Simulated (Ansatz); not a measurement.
# CH5NSi (SMILES C[Si]N): a rigid scan of the bond length C1–H5

One table from this session's results is given with a row withheld; the runs are named, their logs left out.

The runs use Ansatz 0.2.0, Gaussian basis; single points in def2-TZVPP.

Levels: PBE-D4, r2SCAN-D4, PBE0-D4, B3LYP-D4, wB97M-V, Hartree-Fock, MP2, CCSD, CCSD(T). The scan takes 0.897, 0.943, 1.011, 1.090, 1.177, 1.271, 1.371, 1.476, 1.586 Å.

Correlated methods freeze the cores. B3LYP uses VWN-RPA correlation.

33 further runs of the same task are left out: 33 set aside as unsound or not needed.

**Where the work starts**

The minimum, relaxed at PBE0-D4: SMILES `C[Si]N`, 8 atoms, charge 0, spin multiplicity 1.

Atoms are counted from 1 here; the program's logs count them from 0.

Bond lengths: C1–Si2 1.904 Å, C1–H4 1.094 Å, C1–H5 1.094 Å, C1–H6 1.098 Å, Si2–N3 1.709 Å, N3–H7 1.008 Å, N3–H8 1.010 Å. Angles: Si2–C1–H4 115.0°, Si2–C1–H5 110.7°, Si2–C1–H6 107.9°, H4–C1–H5 108.8°, H4–C1–H6 108.0°, H5–C1–H6 106.1°, C1–Si2–N3 98.7°, Si2–N3–H7 121.7°, Si2–N3–H8 126.1°, H7–N3–H8 112.1°.

Coordinates:

| atom | x (Å) | y (Å) | z (Å) |
| --- | --- | --- | --- |
| C1 | -0.66002 | 0.82469 | -0.55206 |
| Si2 | 0.96377 | 0.65378 | 0.42773 |
| N3 | 0.93224 | -1.03442 | 0.69068 |
| H4 | -1.02643 | -0.10182 | -1.00427 |
| H5 | -0.56248 | 1.58336 | -1.33408 |
| H6 | -1.43143 | 1.19502 | 0.13589 |
| H7 | 1.65121 | -1.50189 | 1.22011 |
| H8 | 0.22525 | -1.67572 | 0.36031 |

Energies of the minimum (eV), from earlier single points: PBE-D4 -10480.10425, r2SCAN-D4 -10485.11303, PBE0-D4 -10481.07309, B3LYP-D4 -10488.42434, wB97M-V -10485.66018, CCSD(T) -10469.97006.

At the minimum the bond length C1–H5 is 1.094 Å.

The first run:

File ccsdt-tzvpp/in.yaml:

```yaml
crystal:
  periodic: [false, false, false]
  atoms:
    - {symbol: C, position_ang: [-0.660023, 0.824688, -0.552058]}
    - {symbol: Si, position_ang: [0.963771, 0.653782, 0.427730]}
    - {symbol: N, position_ang: [0.932235, -1.034415, 0.690675]}
    - {symbol: H, position_ang: [-1.026431, -0.101825, -1.004274]}
    - {symbol: H, position_ang: [-0.580036, 1.446792, -1.193306]}
    - {symbol: H, position_ang: [-1.431434, 1.195019, 0.135889]}
    - {symbol: H, position_ang: [1.651212, -1.501889, 1.220110]}
    - {symbol: H, position_ang: [0.225247, -1.675721, 0.360307]}
basis:
  gaussian: {orbitals: def2-TZVPP}
correlation: {method: ccsd_t}
```

The command line of these runs was not kept.

Among the steps run: C1–H5 = 0.897 Å; C1–H5 = 0.943 Å; C1–H5 = 1.011 Å; C1–H5 = 1.090 Å; C1–H5 = 1.177 Å; C1–H5 = 1.271 Å; C1–H5 = 1.371 Å; C1–H5 = 1.476 Å; C1–H5 = 1.586 Å.

One of the session's tables, all rows but one given; the rest of the session is left out.

Energies less that of the minimum at the same level (eV):

```
bond length (Å)  PBE-D4  PBE0-D4  B3LYP-D4  wB97M-V  Hartree-Fock
          0.897   0.985    0.949     0.927    0.929         0.912
          0.943   0.533    0.503     0.490    0.490         0.472
          1.011   0.149    0.131     0.126    0.125         0.112
          1.090       ?        ?         ?        ?             ?
1.094 (minimum)   0.000    0.000     0.000    0.000         0.000
          1.177   0.079    0.099     0.099    0.103         0.122
          1.271   0.333    0.379     0.371    0.384         0.431
          1.371   0.705    0.782     0.759    0.791         0.872
          1.476   1.147    1.258     1.213    1.276         1.394
          1.586   1.633    1.781     1.716    1.802         1.961
```

**Question.** Estimate the row for bond length (Å) = 1.090.

**Answer.** PBE-D4: 0.001; PBE0-D4: 0.000; B3LYP-D4: 0.000; wB97M-V: 0.000; Hartree-Fock: -0.001.

Caveats from the session: A polynomial through the near points puts the CCSD(T) minimum 0.002 Å below the PBE0-D4 value.
